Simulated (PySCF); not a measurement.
Compound: H₆NSi₂ (charge -1).
Bonds: Si1–N2, N2–Si3. Hydrogens: H4, H5, H6 on Si1; H7, H8, H9 on Si3.

The same species was optimised twice, with GFN2-xTB and with PBE0-D3(BJ)/def2-SVP (PySCF), and the same property calculations (PySCF, gas phase) were run on both structures.

| coordinate | GFN2-xTB | PBE0-D3(BJ)/def2-SVP | change |
| --- | --- | --- | --- |
| Si1–H4 (Å) | 1.491 | 1.523 | +0.032 |
| Si3–H8 (Å) | 1.492 | 1.523 | +0.031 |
| Si1–H6 (Å) | 1.502 | 1.532 | +0.030 |
| Si1–H5 (Å) | 1.503 | 1.532 | +0.029 |
| Si3–H7 (Å) | 1.503 | 1.532 | +0.029 |
| Si3–H9 (Å) | 1.503 | 1.532 | +0.029 |
| Si1–N2 (Å) | 1.666 | 1.652 | -0.014 |
| N2–Si3 (Å) | 1.666 | 1.652 | -0.014 |
| Si1–N2–Si3 (°) | 137.5 | 144.1 | +6.6 |
| N2–Si3–H8 (°) | 108.4 | 113.8 | +5.4 |
| N2–Si1–H4 (°) | 108.4 | 113.8 | +5.4 |
| H7–Si3–H8 (°) | 104.3 | 101.7 | -2.6 |
| H4–Si1–H5 (°) | 104.3 | 101.7 | -2.6 |
| H8–Si3–H9 (°) | 104.3 | 101.8 | -2.5 |
| H4–Si1–H6 (°) | 104.2 | 101.8 | -2.4 |
| N2–Si3–H9 (°) | 118.4 | 117.8 | -0.6 |

Rotational constants: A = 32862, B = 2991, C = 2914 MHz (GFN2-xTB) against A = 35381, B = 2899, C = 2851 MHz (PBE0-D3(BJ)/def2-SVP). Point groups within 0.08 Å: C2v and C2v.

On the GFN2-xTB structure: HOMO (eV) -1.21 [PBE0/pcSseg-1]; LUMO (eV) 5.60 [PBE0/pcSseg-1]; GIAO shielding of Si1/Si3 (mean) (ppm) 439.7 [PBE0/pcSseg-1]; GIAO shielding of N2 (ppm) 255.9 [PBE0/pcSseg-1]; Si1s of Si1 (eV) 1841.13 [delta-SCF UKS SCAN, pcX-2 on the ionised atom, pcseg-1 elsewhere, spin-free X2C]; Si2p of Si1 (eV) 101.39 [delta-SCF UKS SCAN, pcX-2 on the ionised atom, pcseg-1 elsewhere, spin-free X2C]; N1s of N2 (eV) 396.59 [delta-SCF UKS SCAN, pcX-2 on the ionised atom, pcseg-1 elsewhere, spin-free X2C].

Task: What do these properties become on the PBE0-D3(BJ)/def2-SVP structure?

Result: 
| property | level | on GFN2-xTB | on PBE0-D3(BJ)/def2-SVP | change |
| --- | --- | --- | --- | --- |
| HOMO (eV) | PBE0/pcSseg-1 | -1.21 | -1.39 | -0.18 |
| LUMO (eV) | PBE0/pcSseg-1 | 5.60 | 5.70 | +0.10 |
| energy, GFN2-xTB geometry as zero (kcal/mol) | PBE0/pcSseg-1 | 0.0 | -1.8 | -1.8 |
| GIAO shielding of Si1/Si3 (mean) (ppm) | PBE0/pcSseg-1 | 439.7 | 444.9 | +5.2 |
| GIAO shielding of N2 (ppm) | PBE0/pcSseg-1 | 255.9 | 257.7 | +1.8 |
| Si1s of Si1 (eV) | delta-SCF UKS SCAN, pcX-2 on the ionised atom, pcseg-1 elsewhere, spin-free X2C | 1841.13 | 1841.36 | +0.23 |
| Si2p of Si1 (eV) | delta-SCF UKS SCAN, pcX-2 on the ionised atom, pcseg-1 elsewhere, spin-free X2C | 101.39 | 101.59 | +0.20 |
| N1s of N2 (eV) | delta-SCF UKS SCAN, pcX-2 on the ionised atom, pcseg-1 elsewhere, spin-free X2C | 396.59 | 396.75 | +0.16 |

The heavy atoms differ by 0.047 Å rms after alignment. Among all bonds Si1–H4 and Si3–H8 change most and about equally (+0.031 to +0.032 Å). Changes are differences of the printed values. Neither structure is proved a minimum here. Isolated species at its PBE0-D3(BJ)/def2-SVP geometry, gas phase.
